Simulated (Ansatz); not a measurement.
Energy needed to pull apart CHB, closed shell, into free ground-state atoms, from the structure below (displaced at random from a GFN2-xTB minimum); no zero-point or spin–orbit terms; open-shell atoms are treated unrestricted, in their ground-state multiplicity.

```xyz
3
angstrom
B -0.2820 -1.2380 -0.3871
C 0.0073 0.1625 0.0878
H 0.1465 1.2308 0.2974
```

Ansatz 0.2.0; basis: def2-TZVPP; cores frozen in the correlated methods.

```
    method  atomization energy (kcal/mol)
     SPW92                          211.6
    PBE-D4                          184.5
 r2SCAN-D4                          171.0
   PBE0-D4                              ?
r2SCAN0-D4                          160.7
   wB97M-V                              ?
        HF                          102.8
       MP2                          153.6
      CCSD                          151.9
   CCSD(T)                          156.7
```

Q: What does PBE0-D4 give? (An estimate is asked for; the value comes from the calculation.)

A: By the calculation: 170.7 kcal/mol, which is about 14.0 kcal/mol more than CCSD(T)/def2-TZVPP.

Q: What does wB97M-V give? (Judge from chemistry; the value comes from the calculation.)

A: By the calculation: 170.9 kcal/mol, which is about 14.2 kcal/mol more than CCSD(T)/def2-TZVPP.

In triple zeta the MP2 and coupled-cluster atomization energies are still short of their basis limit by a few kcal/mol a bond, whereas those of the functionals are nearly converged, so these differences are not deviations from converged CCSD(T).

No T1 diagnostic of these runs exceeds 0.018. The restricted Hartree–Fock reference is unstable towards an unrestricted one here. A large double-excitation amplitude points to some diradical character; no triplet was computed.

For scale, one of the runs: CCSD(T)/def2-TZVPP forces, 76 basis functions (an equivalent command: `ansatz run in.yaml --threads 4`). Hardware: 4 CPU threads, shared host. Wall time about 6.5 s.
